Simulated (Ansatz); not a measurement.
Energy needed to pull apart C₂H₂OS (SMILES O=C=CS), closed shell, into free ground-state atoms, from the structure below (displaced at random from a GFN2-xTB minimum); no zero-point or spin–orbit terms; open-shell atoms are treated unrestricted, in their ground-state multiplicity.

```csv
atom,x (Å),y (Å),z (Å)
O1,-0.5438,-2.1437,0.1025
C2,-0.0692,-1.2267,0.1652
C3,0.5738,-0.0453,-0.0298
S4,-0.2911,1.2908,-0.9083
H5,1.3687,0.2763,0.4895
H6,-0.9572,2.0019,0.1627
```

Computed with Ansatz 0.2.0 (basis: def2-TZVPP); correlated methods freeze the cores. B3LYP uses VWN-RPA correlation.

```csv
method,atomization energy (kJ/mol)
PBE-D4,2451
r2SCAN-D4,2357
PBE0-D4,?
B3LYP-D4,2334
wB97X-V,2334
wB97M-V,2349
HF,1537
MP2,?
CCSD,2178
CCSD(T),2235
```

What does MP2 give? (Judge from chemistry; the value comes from the calculation.)

Computed: 2324 kJ/mol, which is about 89 kJ/mol more than CCSD(T)/def2-TZVPP.

What does PBE0-D4 give? (An estimate is asked for; the value comes from the calculation.)

The calculation gives: 2363 kJ/mol, which is about 127 kJ/mol more than CCSD(T)/def2-TZVPP.

In triple zeta the MP2 and coupled-cluster atomization energies are still short of their basis limit by a few kcal/mol a bond, whereas those of the functionals are nearly converged, so these differences are not deviations from converged CCSD(T).

No T1 diagnostic of these runs exceeds 0.014.

For scale, one of the runs: CCSD(T)/def2-TZVPP forces, 163 basis functions (an equivalent command: `ansatz run in.yaml --threads 4`). Time: 81 s of wall clock on 4 CPU threads; the host was shared. Peak host memory: 2.4 GiB.
